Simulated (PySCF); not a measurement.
Rigid-rotor lines calculated for a species of formula [C5H7]- (commonest isotopes; PBE0-D3(BJ)/def2-SVP geometry optimisation, gas phase (PySCF 2.14.0)), labelled J(Ka,Kc):

```tsv
transition	MHz
2(0,2) ← 1(0,1)	13749.7
1(0,1) ← 0(0,0)	6966.9
2(1,1) ← 1(1,0)	15003.0
2(1,2) ← 1(1,1)	12864.6
1(1,0) ← 0(0,0)	12112.9
```

Task: Find the rotational constants.

Result: 1(0,1) ← 0(0,0) is B + C, 2(1,1) ← 1(1,0) is 3B + C and 2(1,2) ← 1(1,1) is B + 3C, so B − C is half the difference of the last two, 1069.2 MHz. 1(1,0) ← 0(0,0) is A + B. A = 8094.8, B = 4018.1, C = 2948.9 MHz.

Task: What moments of inertia, asymmetry and inertial defect follow?

Result: I = 505379 MHz·u·Å² over each constant: Ia = 62.43, Ib = 125.78, Ic = 171.38 u·Å²; κ = (2B − A − C)/(A − C) = -0.584 (asymmetric top); Δ = Ic − Ia − Ib = -16.83 u·Å².

Task: Which dipole components do these lines need?

Result: μa and μc (a-type: ΔKa even, ΔKc odd; c-type: ΔKa odd, ΔKc even). The calculation gives |μa| = 8.61 D, |μb| = 0.00 D, |μc| = 0.72 D, about the centre of mass.

Task: Predict further lines from these constants: 3(1,3) ← 3(0,3); 3(1,2) ← 2(0,2); 1(1,0) ← 1(1,1); 2(2,0) ← 1(1,0); 3(2,2) ← 3(1,2); 2(2,1) ← 1(1,1).

Result: 
| transition | MHz | type | branch |
| --- | --- | --- | --- |
| 1(1,0) ← 1(1,1) | 1069 | a | Q |
| 3(1,3) ← 3(0,3) | 2184 | c | Q |
| 3(2,2) ← 3(1,2) | 10753 | c | Q |
| 2(2,0) ← 1(1,0) | 27417 | c | R |
| 2(2,1) ← 1(1,1) | 28303 | c | R |
| 3(1,2) ← 2(0,2) | 28777 | c | R |

Task: Which structure gave them?

Result: `[C-]#CC(C)C`, point group Cs. Three constants can't fix a structure by themselves; this is the one that was computed:
```
atom  x, y, z in Å
C1    -0.886    2.583   -0.248
C2    -0.595    1.381   -0.058
C3    -0.249   -0.032    0.127
C4     1.151   -0.356   -0.415
C5    -1.285   -0.966   -0.512
H6    -0.230   -0.281    1.212
H7     1.432   -1.413   -0.247
H8     1.903    0.290    0.063
H9     1.187   -0.151   -1.498
H10   -1.048   -2.035   -0.346
H11   -1.331   -0.783   -1.599
H12   -2.287   -0.760   -0.106
```

Whether it is a minimum is left open (no frequencies). Zero-point vibration and centrifugal distortion are left out. A rigid rotor knows nothing of internal rotation, which can split or shift real lines.

On an x86-64 server with one thread (shared host), this took 23 s. That covers the optimisation of the geometry.
